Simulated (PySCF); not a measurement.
**SiCl⁺: from constants to spectrum**

RHF-CCSD(T) constants of SiCl⁺, ¹Σ⁺ (singlet), closed shell (Si def2-TZVPPD, Cl def2-TZVPPD; no relativity (PySCF 2.14); masses 27.9769 and 34.9689 u):

* ωe: 674.2 cm⁻¹
* ωexe: 2.29 cm⁻¹
* Be: 0.28256 cm⁻¹
* αe: 0.00143 cm⁻¹
* D (centrifugal): 1.99e-07 cm⁻¹
* De to Si⁺ + Cl: 5.07 eV

Problem. Give the vibrational terms G(v) and spacings up to v = 6.

Solution. G(v) = ωe(v+½) − ωexe(v+½)².

```tsv
v	G(v) (cm⁻¹)	G(v) − G(v−1)	Bv (cm⁻¹)
0	336.5		0.2818
1	1006.1	669.6	0.2804
2	1671.2	665.0	0.2790
3	2331.6	660.5	0.2776
4	2987.5	655.9	0.2761
5	3638.8	651.3	0.2747
6	4285.5	646.7	0.2733
```

Problem. How well does the Morse estimate ωe²/(4ωexe) reproduce De, and what is D0?

Solution. It gives 6.15 eV, 121 % of the computed De. D0 = De − G(0) = 5.07 − 0.04 = 5.03 eV.

Correlated steps freeze 10 core orbitals. For an ion De counts to the pair picked by the measured ionisation energies or electron affinities, which need not be the lowest pair at this level. Where the molecule has an RHF reference, its open-shell atoms are computed with UHF.
